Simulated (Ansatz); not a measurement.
A made-up structure of B$_{2}$NH$_{4}$, doublet:

```
atom    x (Å)    y (Å)    z (Å)
  B1  -1.0131   0.3493  -1.0044
  B2   0.0739  -0.0255   0.0732
  N3   1.0130  -0.3493   1.0043
  H4  -2.0057  -0.3120  -1.1198
  H5   0.4920   0.9684   0.4729
  H6   1.0027   0.0078   1.9474
  H7   1.7861  -0.9693   0.8176
```

It is relaxed with PBE-D4/def2-SVP and then PBE0-D4/def2-TZVP (Ansatz 0.2.0). Atoms count as bonded within 1.22 times the sum of their covalent radii (H–H: 0.88 Å). The end point is not checked to be a true minimum.

**Question.** Does its bonding change? (Judge from chemistry; the calculation decides.)

**Answer.** The calculation gives: No: no bond forms or breaks.

Where it ends: The first stage lowers the energy by 3.25 eV in 14 steps. It ends as B₂NH₄ ([BH][BH][NH2]):
```tsv
atom	x (Å)	y (Å)	z (Å)
B1	-0.9691	-0.1124	-0.7644
B2	0.0673	0.3011	0.3723
N3	1.1249	-0.3855	0.9840
H4	-1.7997	-0.2727	-1.5898
H5	-0.1574	1.4363	0.7318
H6	1.6931	0.0297	1.7003
H7	1.3898	-1.3271	0.7569
```

Labels in which every atom is bracketed show which atoms are joined, not bond orders.

For scale, one of the runs: PBE0-D4/def2-TZVP relaxation, 117 basis functions, launched by `ansatz run in.yaml --threads 2 --pin off --events-out ev --progress --plain --max-ram 4352MiB`. The run took about 18 s on 2 CPU threads of an Arm Neoverse V1 (shared host).
